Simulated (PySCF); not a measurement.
Gas-phase reaction: 6 CH3 + C3H6 (propylene) ⇌ 3 C3H8

Energies from PySCF, thermal terms from the rigid-rotor harmonic-oscillator model, ideal gas at 1 bar. 'Table' is the NASA 1993 thermochemical table (part measured, part estimated). † marks an energy on the PBE0/def2-TZVP geometry and frequencies; other levels use their own. 6-31G* has spherical d functions here. Open shells (unrestricted): CH3 (multiplicity 2); the rest are closed-shell singlets. B3LYP is the form with VWN-RPA correlation.

| level | ΔH°(298 K), kJ |
|---|---|
| table | -1215.1 |
| B3LYP/def2-TZVP† | [?] |
| BLYP/def2-TZVP† | [?] |
| HF/6-31G* | -838.5 |
| PBE/def2-SVP | [?] |
| PBE/def2-TZVP† | -1204.5 |

Q: Fill in the missing entries.

A: 
- B3LYP/def2-TZVP†, ΔH°(298 K), kJ: -1121.8
- BLYP/def2-TZVP†, ΔH°(298 K), kJ: -1089.4
- PBE/def2-SVP, ΔH°(298 K), kJ: -1271.4
